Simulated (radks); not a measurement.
**O²⁺ in [He] 2s1 2p2 3s1: an all-electron calculation**

The task here is to estimate one member of a computed series from the others.

Method: Dirac Kohn-Sham, revPBE, spin-unpolarised, spherical densities, finite nucleus; open shells are shared between the two j in proportion to 2j + 1. Code: radks (a radial shooting solver on a logarithmic mesh, Libxc functionals) version 1.

## Starting point

| Item | Value |
| --- | --- |
| element | oxygen (Z = 8) |
| charge | +2 |
| electrons | 6 |
| configuration | [He] 2s1 2p2 3s1 |
| nuclear rms radius | 2.6991 fm |

Outer shells as boxes (Hund's rule):

O²⁺
```
[He] core
2s [↑ ]
2p [↑ ][↑ ][  ]
3s [↑ ]
```

Set-up of the first run:

Input:

```text
Z 8
configuration [He] 2s1 2p2 3s1
relativity Dirac
functional pbe_r,pbe
spin unpolarised
j_filling average
nucleus finite rms 2.6991 fm
c 137.035999084
```

One table of the session follows, with a row left open; its other results are not shown here.

It belongs to the step «Radial structure». From the orbitals of this run (lengths in bohr):

```
level     <r>  outermost maximum (interpolated)  90 % within  nodes
1s1/2  0.1989                             0.129        0.356      0
2s1/2       ?                                 ?            ?      ?
2p1/2  0.9373                             0.714         1.54      0
2p3/2  0.9383                             0.715         1.54      0
3s1/2   2.905                              2.64         4.24      2
```

Q: Estimate the row for 2s1/2 from the others.

The run gave: <r>: 0.9874; outermost maximum (interpolated): 0.812; 90 % within: 1.54; nodes: 1. In the column «<r>» it lies between 2p3/2 (0.9383) and 3s1/2 (2.905).
